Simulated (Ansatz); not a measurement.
## Predicting a hybrid from its neighbours: CO

CO: 2 atoms, total charge 0, spin state singlet. As SMILES, `[C-]#[O+]`. The coordinates come from a PBE0-D4/def2-TZVP relaxation.

The electronic atomisation energy y, in eV, basis aug-cc-pVTZ; a is the functional's share of exact exchange. Programs: Ansatz 0.2.0.

| functional | program | a | y (eV) |
| --- | --- | --- | --- |
| revPBE | Ansatz | 0 | 11.20 |
| PBE | Ansatz | 0 | 11.61 |
| B3LYP | Ansatz | 0.2 | 11.04 |
| r2SCAN0 | Ansatz | 0.25 | 10.59 |
| PBE0 | Ansatz | 0.25 | ? |
| BHLYP | Ansatz | 0.5 | 10.31 |

Q: Fit y = c + s·a to the known rows and predict PBE0.

A: 
1. Means of the 5 rows: a = 0.1900, y = 10.950.
2. Σ(Δa)² = 0.172, Σ(Δa·Δy) = -0.392, so the slope is -0.392/0.172 = -2.2791.
3. Intercept: 10.950 − (-2.2791) × 0.1900 = 11.383. The largest residual of the fit is 0.23.
4. PBE0: 11.383 + (-2.2791) × 0.25 = 10.81 eV.

The run gave 11.05 eV, so the prediction is off by -0.24 eV, about the scatter of the fit. The rows mix families of semi-local functionals, which the line can't see.
